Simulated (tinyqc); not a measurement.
Inside a calculation. Method: RHF in the sto-6g basis, for H2O, spin multiplicity 1. One step of it, computed by the program tinyqc.

Problem. Iteration 2: DIIS coefficients. Solve [B -1; -1 0][c; lambda] = [0; -1] for the coefficients, which sum to one.

B (overlaps of the stored error matrices):
```
                1               2
1   4.1066036e+00  -3.3104256e-01
2  -3.3104256e-01   5.3135877e-02
```

Give: DIIS coefficients.

Solution.

DIIS coefficients: 0.0797  0.9203
